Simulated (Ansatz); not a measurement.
AlClH4Si (`[AlH2][SiH2]Cl`), one more setting.

```yaml
crystal:
  periodic: [false, false, false]
  atoms:
    - {symbol: Al, position_ang: [-1.040688, 0.413466, -0.894199]}
    - {symbol: Si, position_ang: [0.907193, -0.179963, 0.480298]}
    - {symbol: Cl, position_ang: [0.035596, -1.380958, 1.949724]}
    - {symbol: H, position_ang: [-1.478356, -0.535915, -2.087054]}
    - {symbol: H, position_ang: [-1.911547, 1.683265, -0.513330]}
    - {symbol: H, position_ang: [1.588458, 0.935281, 1.191222]}
    - {symbol: H, position_ang: [1.960643, -1.003176, -0.172362]}
basis:
  gaussian: {orbitals: def2-SVP, point_charges: [{charge: -1.00, position_ang: [6.914, -0.194, -0.172]}]}
hamiltonian: {xc: {name: B3LYP}}
output: {forces: true}
```

```sh
$ ansatz run in.yaml --threads 2 --pin off --events-out ev --progress --plain --max-ram 4352MiB
```

It prints (some lines left out):

```
Functional definition: B3LYP
690 factors; integrals over basis functions are off by at most 1.1e-3 eV
mean field evaluation 1: about -27055.2367 eV, gradient 1.4e1 eV
mean field evaluation 2: about -27055.7282 eV, gradient 8.9e0 eV
mean field evaluation 4: about -27055.9619 eV, gradient 3.8e-1 eV
mean field evaluation 8: about -27055.9897 eV, gradient 2.4e-2 eV
mean field -27055.98973783 eV, -994.2892836568 hartree, gradient 4.5e-5 eV, S^2 0.000000; 0 other end points of the search recorded, 0 dependent functions left out
reference -27055.98999879 eV, -994.2892932467 hartree; 24, 24 occupied and 50, 50 virtual orbitals, 690 factors
Total energy: -27055.98999879 eV, -994.2892932467 hartree
Atom 0 at    -1.040688     0.413466    -0.894199 Å, force     0.233162    -0.026597     0.081550 eV/Å
Atom 1 at     0.907193    -0.179963     0.480298 Å, force     0.471551     0.242577    -0.350946 eV/Å
Atom 2 at     0.035596    -1.380958     1.949724 Å, force    -0.393536    -0.359899     0.434896 eV/Å
Atom 3 at    -1.478356    -0.535915    -2.087054 Å, force    -0.104262    -0.002132    -0.044987 eV/Å
Atom 4 at    -1.911547     1.683265    -0.513330 Å, force    -0.112600     0.032555    -0.029446 eV/Å
Atom 5 at     1.588458     0.935281     1.191222 Å, force    -0.038405     0.104292    -0.001181 eV/Å
Atom 6 at     1.960643    -1.003176    -0.172362 Å, force    -0.026664    -0.002560    -0.076375 eV/Å
Dipole moment:     0.275339     0.205007    -0.282616 e Å
```

Run time 1.3 s (2 threads of an Arm Neoverse V1 on a shared host); peak host memory 0.35 GiB.
